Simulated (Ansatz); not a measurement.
```yaml
crystal:
  periodic: [false, false, false]
  atoms:
    - {symbol: As, position_ang: [0.000000, 0.000000, 0.000000]}
    - {symbol: As, position_ang: [0.000000, 0.000000, 2.213400]}
basis:
  gaussian: {orbitals: def2-TZVP}
magnetization: {spin_polarized: true, initial_magnetization: 2}
hamiltonian: {xc: pbe0}
relax: {f_tol: 0.004, max_steps: 80}
```

```sh
$ ansatz run in.yaml --threads 1 --pin off --events-out ev --progress --plain --max-ram 2176MiB
```

Steps of the relaxation (energy above the last step; positions in Å, forces in eV/Å):

```
2
step 1, 36.0 meV
As    0.000    0.000    0.000    0.000    0.000   -1.209
As    0.000    0.000    2.213    0.000    0.000    1.209
```

```
2
step 2, 0.7 meV
As    0.000    0.000   -0.035    0.000    0.000    0.149
As    0.000    0.000    2.249    0.000    0.000   -0.149
```

```
2
step 3, 0.0 meV
As    0.000    0.000   -0.031    0.000    0.000    0.003
As    0.000    0.000    2.245    0.000    0.000   -0.003
```

Close pairs at the end: As1–As2 2.276 Å.

A stationary point of unrestricted PBE0 after 3 steps, with ⟨S²⟩ = 2.008 against 2.00 for a pure state. 49 s on 1 thread of Arm Neoverse V1, shared host.
